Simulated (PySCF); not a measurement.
# LiO⁻: energy against distance

Set-up: basis Li def2-SVPD, O def2-SVPD; no relativity; PySCF 2.14. Energies in eV from Li + O⁻ in their ground configurations at the same level. State: ³Π (triplet), unpaired electrons σ ↑, π ↑.

| R (Å) | PBE0 | LDA | BP86 | PBE |
| --- | --- | --- | --- | --- |
| 1.521 | -2.251 | -2.419 | -2.086 | -2.147 |
| 1.592 | -2.463 | -2.610 | -2.307 | -2.366 |
| 1.663 | -2.581 | -2.710 | -2.435 | -2.492 |
| 1.716 | -2.623 | -2.741 | -2.485 | -2.540 |
| 1.769 | -2.635 | -2.743 | -2.505 | -2.558 |
| 1.822 | -2.624 | -2.723 | -2.502 | -2.553 |
| 1.893 | -2.581 | -2.671 | -2.471 | -2.519 |
| 1.981 | -2.497 | -2.578 | -2.401 | -2.446 |
| 2.087 | -2.369 | -2.441 | -2.289 | -2.329 |
| 2.229 | -2.175 | -2.242 | -2.117 | -2.151 |

Task: Put a parabola through the three lowest points of the PBE0 curve and estimate Re, k and ωe (reduced mass 4.877 u; 1 eV/Å² = 0.16022 mdyn/Å; ωe = 1302.8·√(k/μ) cm⁻¹).

Result: Through R = 1.716, 1.769, 1.822 Å the second-order coefficient is 4.09 eV/Å², so Re ≈ 1.770 Å, k ≈ 1.31 mdyn/Å and ωe ≈ 676 cm⁻¹. A polynomial fit of higher order to the unrounded PBE0 energies gives Re = 1.768 Å, k = 1.33 mdyn/Å, ωe = 681 cm⁻¹; anharmonicity and rounding make the difference.

The higher-order fit for each curve: PBE0: Re = 1.768 Å, ωe = 681 cm⁻¹, De = 2.63 eV; LDA: Re = 1.747 Å, ωe = 697 cm⁻¹, De = 2.75 eV; BP86: Re = 1.787 Å, ωe = 647 cm⁻¹, De = 2.51 eV; PBE: Re = 1.782 Å, ωe = 656 cm⁻¹, De = 2.56 eV.

For an ion De counts to the pair picked by the measured ionisation energies or electron affinities, which need not be the lowest pair at this level. Counting both spins, an empty level lies below a filled one in some of these solutions, because spin and occupation are held. The highest Kohn–Sham level is positive in this anion. Much of that is self-interaction error, but it also means that the finite basis helps to hold the extra electron. The state was picked by a PBE0 search and need not be the measured ground state.
